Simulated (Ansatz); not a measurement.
Input file:

```yaml
crystal:
  periodic: [false, false, false]
  atoms:
    - {symbol: C, position_ang: [0.000000, 0.000000, 0.000000]}
    - {symbol: H, position_ang: [0.000000, 0.000000, -2.143333]}
    - {symbol: H, position_ang: [0.000000, 0.000000, 2.143333]}
basis:
  gaussian: {orbitals: cc-pVDZ}
total_charge: 1
magnetization: {spin_polarized: false, initial_magnetization: 1}
correlation: {method: sc_nevpt2, electrons: outside_noble_gas, active_space: {window: {electrons: 3, orbitals: 3}, states: [{multiplicity: 2, weights: [1, 1]}], root: 2}}
scf: {lower_state_search: off}
```

```sh
$ ansatz run in.yaml --threads 1 --pin off --events-out ev --progress --plain --max-ram 2393MiB
```

Problem. One thing in this input was set wrong on purpose, beside settings that are merely unusual. What is the gravest fault, and what does the program do?

Solution. Root beyond the states. How the run ends: refused.
```
Error: the active space averages no state 2, counted from zero
```
